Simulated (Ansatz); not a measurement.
# HO+ (singlet): wave-function methods side by side at distance O1–H2 = 1.427 Å, aug-cc-pVTZ

An exercise on one series of results from a longer session: the logs are not shown, and one member is left open.

Program: Ansatz 0.2.0, Gaussian basis. Level of theory: aug-cc-pVTZ, core rule «outside noble gas», up to 1 orbitals frozen. These are calculated values, not measurements.

Plan: UHF; CCSD(T) on RHF; CCSD(T) on UHF; BCCD(T) on RHF; CISD; CCSDT(Q) on RHF; CCSDT(Q) on UHF; CCSDTQ on RHF; CASSCF and MRCISD+Q, 2 electrons in 2 orbitals; CASSCF and NEVPT2, 2 electrons in 2 orbitals; CASSCF and MRCISD+Q, 6 electrons in 5 orbitals; CASSCF and NEVPT2, 6 electrons in 5 orbitals; Full CI; Full CI in the symmetry of the determinant.

2 further runs of the same task are left out: 2 for a known fault of the program.

### The geometry

The geometry derives from a PBE0/def2-TZVP stationary point (not a proven minimum). One bond is set to the value named and the two fragments are kept rigid.

2 atoms, charge 1, spin multiplicity 1.

Atoms are counted from 1 here; the program's logs count them from 0.

No contacts short enough for the rule that draws bonds.

Coordinates:

```
O     0.00000    0.00000    0.00000
H     0.00000    0.00000    1.42700
```

Set-up of the first run:

in.yaml reads:

```yaml
crystal:
  periodic: [false, false, false]
  atoms:
    - {symbol: O, position_ang: [0.000000, 0.000000, 0.000000]}
    - {symbol: H, position_ang: [0.000000, 0.000000, 1.427000]}
basis:
  gaussian: {orbitals: aug-cc-pVTZ}
total_charge: 1
magnetization: {spin_polarized: true, initial_magnetization: 0}
hamiltonian: {xc: hf}
output: {orbitals: {seedname: orbitals}}
```

Launch:

```console
$ ansatz run in.yaml --threads 1 --pin off --events-out ev --progress --plain --max-ram 2764MiB --backend cpu
```

Among the steps run: UHF; CCSD(T) on RHF; CCSD(T) on UHF; BCCD(T) on RHF; CISD; CCSDT(Q) on RHF; CCSDT(Q) on UHF; CCSDTQ on RHF; CASSCF and MRCISD+Q, 2 electrons in 2 orbitals; CASSCF and NEVPT2, 2 electrons in 2 orbitals; CASSCF and MRCISD+Q, 6 electrons in 5 orbitals; CASSCF and NEVPT2, 6 electrons in 5 orbitals; Full CI; Full CI in the symmetry of the determinant.

One table of the session follows, with a row left open; its other results are not shown here.

| method | from FCI (kJ/mol) |
| --- | --- |
| RHF | +613.3 |
| RMP2 | +148.7 |
| CISD | ? |
| RCCSD | +61.4 |
| RCCSD(T) | +30.6 |
| BCCD(T) | +30.6 |
| RCCSDT | +2.7 |
| RCCSDT(Q) | -1.2 |
| RCCSDTQ | 0.0 |
| CASSCF pair | +497.9 |
| NEVPT2 pair | +52.8 |
| MRCISD pair | +24.9 |
| MRCISD+Q pair | +0.9 |
| CASSCF valence | +414.0 |
| NEVPT2 valence | +59.7 |
| MRCISD valence | +16.2 |
| MRCISD+Q valence | +2.2 |
| FCI | 0 |

Estimate the missing values for CISD.

The run gave: from FCI (kJ/mol): +89.7. In the column «from FCI (kJ/mol)» it lies between RCCSD (+61.4) and RMP2 (+148.7).

Some runs used a GPU and others CPU threads alone; cost is compared among the CPU runs only.

Among the levels timed on like hardware, those that no quicker one beats, quickest first: NEVPT2 valence (1.3 s, +59.7 kJ/mol); BCCD(T) (2.2 s, +30.6 kJ/mol); RCCSDT(Q) (24 s, -1.2 kJ/mol).

To keep in mind: The report flags that the cluster equations may have other roots. The yardstick is full CI for this spin, exact in this basis with these frozen cores. Left out of the table: UHF, UMP2, UCCSD, UCCSD(T), UCCSDT, UCCSDT(Q) (another determinant or state than the rows shown). The program flags RCCSDT(Q), RCCSDTQ as in doubt, so those rows may rest on another solution; read them beside their warnings. RCCSDT(Q) falls below full CI, which methods that aren't variational can do. Of the multireference levels listed MRCISD+Q pair comes nearest in total energy (+0.9 kJ/mol), which doesn't show that its space is the better one. Warnings in the runs' records: large difference, other roots, lower state.
